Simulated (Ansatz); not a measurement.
fcc Pd, treated with PBEsol (Ansatz, a first-principles code, plane waves, PAW).

Settings: plane-wave cutoff 520 eV, 28×28×28 k mesh, Fermi–Dirac smearing 0.04 eV (set by the program), scalar-relativistic PAW data made under PBE.

Cell (relaxed at this level):

```cif
data_Pd4
_chemical_formula_sum 'Pd4'
_space_group_name_H-M_alt 'Fm-3m'
_space_group_IT_number 225
_space_group_name_Hall '-F 4 2 3'
_cell_length_a 3.87561
_cell_length_b 3.87561
_cell_length_c 3.87561
_cell_angle_alpha 90.000
_cell_angle_beta 90.000
_cell_angle_gamma 90.000
loop_
_atom_site_label
_atom_site_type_symbol
_atom_site_symmetry_multiplicity
_atom_site_Wyckoff_symbol
_atom_site_fract_x
_atom_site_fract_y
_atom_site_fract_z
_atom_site_occupancy
Pd1 Pd 4 a 0.00000 0.00000 0.00000 1
```
(The calculation used a cell of 1 atom; values per cell refer to that cell.)

Question: Estimate the Voigt–Reuss–Hill bulk modulus, elastic constant C11, Voigt–Reuss–Hill shear modulus (Hill average), elastic constant C12 and elastic constant C44 that the calculation returns.

Answer: 
* **Voigt–Reuss–Hill bulk modulus**: 204 GPa
* **elastic constant C11**: 243 GPa
* **Voigt–Reuss–Hill shear modulus (Hill average)**: 51.2 GPa
* **elastic constant C12**: 184 GPa
* **elastic constant C44**: 74.3 GPa

Measured, for comparison: elastic constant C11 234 GPa, elastic constant C12 176 GPa, elastic constant C44 71.2 GPa (0 K, extrapolated to 0 K; zero-point effects included; as tabulated in Malica and Corso (2021), arXiv:2109.00459). Computed (rounded) less measured: elastic constant C11 +4 %, elastic constant C12 +5 %, elastic constant C44 +4 %.

Elastic constants are with the ions relaxed.

Computed values are for the static lattice.

Computing time: about 2.3 core-minutes (a rough figure).
